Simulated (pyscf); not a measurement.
`[OH][BH][OH]` + `[H][H]` → `[OH][BH][OH]` + `[H][H]` (four-centre exchange; singlet surface; B–H, H–H broken, B–H, H–H formed). PySCF, gas phase, ωB97X-D3(BJ)/def2-SVP geometries. Energies in kcal/mol from the separated reactants.

| level | barrier | reaction energy |
|---|---|---|
| ωB97X-D3(BJ)/def2-TZVP | 50.7 | 0.0 |
| PBE/def2-TZVP | (withheld) | 0.0 |
| B3LYP-D3(BJ)/def2-TZVP | 50.6 | 0.0 |
| PBE0-D3(BJ)/def2-TZVP | 45.3 | 0.0 |
| M06-2X/def2-TZVP | (withheld) | 0.0 |
| HF/def2-TZVP | 66.1 | 0.0 |

Q: Fill in the missing entries.

A: 
- PBE/def2-TZVP, barrier: 43.7
- M06-2X/def2-TZVP, barrier: 52.4

The functionals in the table span 8.7 kcal/mol in this barrier, from PBE to M06-2X. At the saddle there is also a short B–H contact that neither side keeps. This is the saddle that the search found; another between the same sides may lie lower.
